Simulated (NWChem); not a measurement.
**Correlation energy of S**

```
S
```
Charge 0, spin multiplicity 3.

Program: NWChem.

Basis set: cc-pVQZ. Each correlation energy counts from its own Hartree-Fock reference.

The correlated methods keep 5 core orbitals frozen. No SCF solution was tested for a lower state. Open-shell Hartree-Fock references start from PBE0 orbitals. Coupled-cluster values serve here as a point of comparison, not as the truth.

**Question.** One of these methods gave a correlation energy of -127.3 mHa. Which?
A) URI-MP2
B) CCSD on UHF
C) CCSD[T] on ROHF
D) CCSD[T] on UHF

**Answer.** A, URI-MP2. The others give -148.8 (CCSD on UHF), -154.6 (CCSD[T] on UHF), -160.7 (CCSD[T] on ROHF).
